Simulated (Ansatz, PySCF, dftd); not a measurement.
System: C$_{2}$H$_{2}$F, charge 0, doublet. C2H2F (SMILES [C](=C)F, doublet).
B3LYP-D3(BJ)/def2-TZVP minimum from Ansatz (an electronic-structure program):
```
C
C 1 1.3099
F 2 1.3111 1 130.21
H 1 1.0791 2 120.12 3 180.00
H 1 1.0866 4 119.16 2 -180.00
```
Charge 0, spin multiplicity 2.

Wanted: enthalpy of formation at 298 K (by atomisation, with ideal-gas terms from PySCF's Hessian at B3LYP-D3(BJ)/def2-TZVP and the atoms' measured values of the G2/97 table; no spin-orbit terms), in kJ/mol. Radicals and triplets start from unrestricted determinants; spin-orbit coupling is neglected. Correlated methods leave the cores frozen. Rows without X2C or -DK are non-relativistic. CBS(X,Y): correlation extrapolated as X^-3, Hartree-Fock from the larger set (Q,5: extrapolated as (X+1)exp(-9√X)). A bracket is a step between two methods taken in the basis named. Functionals run without relativity, which enters their misses. '+ core + X2C': CCSD(T) terms for core correlation (cc-pwCVTZ) and scalar relativity (cc-pVTZ-DK). For partners of very few electrons the exact lower level stands in for a higher one. The UHF reference of C2H2F (C=[C]F, doublet) is spin-contaminated (<S^2> up to 0.18 over the pure value in the sets run).

```csv
level,program,enthalpy of formation at 298 K (kJ/mol),difference against the last row
B3LYP-D3(BJ)/def2-TZVPD,Ansatz + dftd3,97.9,-9.0
MP2/cc-pVQZ,Ansatz,109.7,2.8
CCSD/cc-pVDZ,Ansatz,302.4,195.5
"CCSD(T)/CBS(aug-cc-pVTZ,aug-cc-pVQZ)",Ansatz,115.5,8.6
CCSDT(Q)/aug-cc-pVDZ,Ansatz,255.6,148.7
"CCSD(T)/CBS(cc-pVQZ,cc-pV5Z) + [CCSDT(Q) - CCSD(T)]/cc-pVDZ + core + X2C",Ansatz,106.9,0.0
```
